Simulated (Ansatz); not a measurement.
This geometry of BClH2 + H2N (7 atoms, charge 0, multiplicity 2) is a first-order saddle point.

All numbers below come from Ansatz 0.2.0, UKS PBE/6-31G*.

```xyz
7
Properties=species:S:1:pos:R:3
B -0.012 0.113 -0.143
H 0.043 0.232 1.054
H 0.929 0.253 -0.875
Cl -1.558 -0.296 -0.858
N 0.251 -0.439 3.257
H -0.784 -0.377 3.378
H 0.551 0.513 3.562
```

Which two structures does it join? (They come from a converged band through this point; their orientation in space is the band's.)

Bonds broken: B1–H2. Bonds formed: B1–N5, H2–N5. BClH2 + H2N becomes BClH4N.

Initial state:

```xyz
7
Properties=species:S:1:pos:R:3
B 0.106 -0.030 -0.098
H 0.418 -0.160 1.063
H 0.892 0.000 -1.006
Cl -1.597 0.128 -0.484
N 0.273 -0.152 3.292
H -0.654 -0.633 3.265
H -0.018 0.848 3.343
```

Final state:

```xyz
7
Properties=species:S:1:pos:R:3
B 0.121 0.239 0.424
H -0.787 0.710 2.364
H 1.079 -0.380 0.032
Cl -1.505 -0.160 -0.316
N -0.038 0.091 2.025
H -0.284 -0.869 2.352
H 0.835 0.368 2.494
```

How far does it lie above each of them?

0.012 eV above the first and 1.679 eV above the second. This is the barrier of this one path; another mechanism may lie lower.

Run time: 4.4 min on 1 thread of Arm Neoverse V1, on a shared host, peak memory 0.13 GiB.
